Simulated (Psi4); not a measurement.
# SiH4S (Si(SH)H3): B3LYP/cc-pVDZ (Cholesky decomposition, cholesky tolerance 1e-05, sweep point 7)

What is the vertical ionisation energy of SiH4S (Si(SH)H3) at B3LYP/cc-pVDZ (Cholesky decomposition, cholesky tolerance 1e-05, sweep point 7)? 

The results are computed with Psi4 1.11.

2 further runs of the same task are left out: 2 set aside as unsound or not needed.

## 1. The molecule

SiH4S: 6 atoms, total charge 0, spin state singlet. As SMILES, `[H][Si]([H])([H])S`. The coordinates come from a GFN2-xTB relaxation.

Bond lengths: Si1–S2 2.147 Å, S2–H3 1.325 Å, Si1–H4 1.452 Å, Si1–H5 1.457 Å, Si1–H6 1.458 Å. Angles: Si1–S2–H3 97.0°, S2–Si1–H4 103.2°, S2–Si1–H5 107.7°, S2–Si1–H6 107.7°, H4–Si1–H5 113.2°, H4–Si1–H6 113.1°, H5–Si1–H6 111.3°.

## 2. The energy at B3LYP/cc-pVDZ (Cholesky decomposition, cholesky tolerance 1e-05, sweep point 7)

Contents of calc.inp:

```
memory 1600 MB

molecule {
  0 1
  Si     0.201210    -0.014540    -0.544580
  S      0.253720     0.019820     1.601470
  H     -1.056810     0.059910     1.795240
  H      1.606010    -0.020690    -0.909950
  H     -0.503230     1.180600    -0.990160
  H     -0.500900    -1.225100    -0.952020
  symmetry c1
}

set basis cc-pVDZ
set puream true
set scf_type cd
set dft_radial_points 99
set dft_spherical_points 590
set cholesky_tolerance 1e-05

e_tot = energy('b3lyp')
print_variables()
```

On the command line:

```sh
$ psi4 -i calc.inp -o calc.out -n 1
```

calc.out (excerpt; [...] marks lines left out):

```text
[...]
  Running in c1 symmetry.
[...]
  Nuclear repulsion =   89.527504102436609
[...]
  Multiplicity = 1
[...]
  Nalpha       = 17
  Nbeta        = 17
[...]
    Number of basis functions: 56
[...]
   @RKS iter   1:  -690.08218319863568   -2.09499e-01   4.96555e-03 ADIIS/DIIS
[...]
   @RKS iter   8:  -690.13690083541860   -4.72062e-09   1.46178e-07 DIIS
[...]
    Orbital Energies [Eh]
    ---------------------
    Doubly Occupied:
       1A    -88.865592     2A    -66.157829     3A     -7.930972
       4A     -5.894486     5A     -5.891071     6A     -5.885682
       7A     -5.306762     8A     -3.666565     9A     -3.664169
      10A     -3.663918    11A     -0.733658    12A     -0.546962
      13A     -0.417482    14A     -0.372685    15A     -0.364352
      16A     -0.321084    17A     -0.254002
[...]
  @RKS Final Energy:  -690.13690083541860
   => Energetics <=
    Nuclear Repulsion Energy =             89.5275041024366089
    One-Electron Energy =               -1131.8342198868622290
    Two-Electron Energy =                 390.9687867918403299
    DFT Exchange-Correlation Energy =     -38.7989718428332111
    Empirical Dispersion Energy =           0.0000000000000000
    VV10 Nonlocal Energy =                  0.0000000000000000
    Total Energy =                       -690.1369008354186008
[...]
 Multipole Moments:
 ------------------------------------------------------------------------------------
     Multipole            Electronic (a.u.)      Nuclear  (a.u.)        Total (a.u.)
 ------------------------------------------------------------------------------------
 L = 1.  Multiply by 2.5417464519 to convert [e a0] to [Debye]
 Dipole X            :          0.8744659           -1.2039031           -0.3294372
 Dipole Y            :          0.0218756           -0.0178975            0.0039780
 Dipole Z            :          2.6101240           -3.0322731           -0.4221491
 Magnitude           :                                                    0.5354947
[...]
```

It took 6.6 s on 1 thread of AMD EPYC 9R45 (Zen 5), shared host; peak memory 0.87 GiB.

## 3. The doublet cation at the same level

Contents of h4ssi.in:

```
memory 1.6 GB

molecule {
  1 2
  Si     0.201210    -0.014540    -0.544580
  S      0.253720     0.019820     1.601470
  H     -1.056810     0.059910     1.795240
  H      1.606010    -0.020690    -0.909950
  H     -0.503230     1.180600    -0.990160
  H     -0.500900    -1.225100    -0.952020
  symmetry c1
}

set basis cc-pVDZ
set reference uks
set puream true
set scf_type cd
set dft_radial_points 99
set dft_spherical_points 590
set cholesky_tolerance 1e-05
set maxiter 150

e = energy("b3lyp")
print_variables()
```

On the command line:

```sh
$ psi4 -n 1 h4ssi.in h4ssi.out
```

h4ssi.out (excerpt; [...] marks lines left out):

```text
[...]
  Running in c1 symmetry.
[...]
  Nuclear repulsion =   89.527504102436609
[...]
  Multiplicity = 2
[...]
  Nalpha       = 17
  Nbeta        = 16
[...]
    Number of basis functions: 56
[...]
   @UKS iter   1:  -689.75805262954100    1.14632e-01   2.84942e-03 DIIS/ADIIS
[...]
   @UKS iter   9:  -689.78190161693271   -7.97513e-09   4.51397e-07 DIIS
[...]
   @S^2 Observed:                7.541654426E-01
[...]
    Orbital Energies [Eh]
    ---------------------
    Alpha Occupied:
       1A    -89.206240     2A    -66.381938     3A     -8.269139
       4A     -6.237238     5A     -6.228186     6A     -6.224170
       7A     -5.533738     8A     -3.894802     9A     -3.890425
      10A     -3.889509    11A     -1.050849    12A     -0.785260
      13A     -0.696489    14A     -0.623542    15A     -0.604981
      16A     -0.576380    17A     -0.565747
    Alpha Virtual:
      18A     -0.219751    19A     -0.214595    20A     -0.158017
      21A     -0.156598    22A     -0.132222    23A      0.023143
      24A      0.030777    25A      0.053357    26A      0.065499
[...]
  @UKS Final Energy:  -689.78190161693271
   => Energetics <=
    Nuclear Repulsion Energy =             89.5275041024366089
    One-Electron Energy =               -1122.5637983814544896
    Two-Electron Energy =                 381.8025646247040186
    DFT Exchange-Correlation Energy =     -38.5481719626188024
    Empirical Dispersion Energy =           0.0000000000000000
    VV10 Nonlocal Energy =                  0.0000000000000000
    Total Energy =                       -689.7819016169327142
[...]
 Multipole Moments:
 ------------------------------------------------------------------------------------
     Multipole            Electronic (a.u.)      Nuclear  (a.u.)        Total (a.u.)
 ------------------------------------------------------------------------------------
 L = 1.  Multiply by 2.5417464519 to convert [e a0] to [Debye]
 Dipole X            :          0.6687091           -1.2039031           -0.5351940
 Dipole Y            :          0.0278615           -0.0178975            0.0099640
 Dipole Z            :          3.0799146           -3.0322731            0.0476415
 Magnitude           :                                                    0.5374027
[...]
```

Wall time 9.6 s (1 thread of AMD EPYC 9R45 (Zen 5), shared host); peak memory 0.93 GiB.

## 4. Outcome

At B3LYP/cc-pVDZ (Cholesky decomposition, cholesky tolerance 1e-05, sweep point 7):

```
                                          quantity          value
                       singlet SiH4S: total energy  -690.13690 Eh
                      singlet SiH4S: dipole moment         1.36 D
                        singlet SiH4S: HOMO energy       -6.91 eV
                        singlet SiH4S: LUMO energy        0.14 eV
                      singlet SiH4S: HOMO–LUMO gap        7.06 eV
                      doublet cation: total energy  -689.78190 Eh
doublet cation: HOMO energy (highest over α and β)      -15.39 eV
 doublet cation: LUMO energy (lowest over α and β)      -12.35 eV
                              doublet cation: ⟨S²⟩          0.754
vertical ionisation energy (to the doublet cation)       9.660 eV
```

What this shows: Removing an electron at fixed nuclei costs 9.66 eV (223 kcal/mol). −ε(HOMO) before ionisation, 6.91 eV, is 2.75 eV below this ionisation energy.
